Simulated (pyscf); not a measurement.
F–N(F)–F + F–SiH₂–F -> hydrogen fluoride (HF) + F–N(F)–SiH(F)–F, a four-centre exchange (singlet surface; F–N, H–Si broken, F–H, N–Si formed). Structures and frequencies: ωB97X-D3(BJ)/def2-SVP in PySCF. Energies in kcal/mol from the separated reactants.

Small-basis levels: PySCF, no dispersion term, spherical d functions. 

### Question
In single points B3LYP/6-31G* puts the saddle at 68.2 kcal/mol and the reaction energy at -35.8 kcal/mol. Should these be trusted to within a few kcal/mol? Compare with ωB97M-D3(BJ)/def2-TZVP.

### Answer
ωB97M-D3(BJ)/def2-TZVP gives ΔE‡ = 77.0 kcal/mol and ΔE = -47.2 kcal/mol. B3LYP/6-31G* lies 8.8 kcal/mol under it in the barrier and 11.4 kcal/mol over it in the reaction energy, so on this step it does not hold to within 3.0 kcal/mol. ωB97M-D3(BJ)/def2-TZVP has limits of its own. The same reactants have a lower exit, to F• + F–N•–F + F–SiH₂–F (no saddle counted: cutting one bond costs +59.0 kcal/mol at ωB97M-D3(BJ), against +77.0 kcal/mol here). F–N(F)–SiH(F)–F lies 95.7 kcal/mol over its isomer F–NH–Si(F)(F)–F (electronic energy, ωB97M-D3(BJ)). This is the saddle that the search found; another between the same sides may lie lower. One closed-shell reference is unstable to symmetry breaking; treat the single-reference values with care.
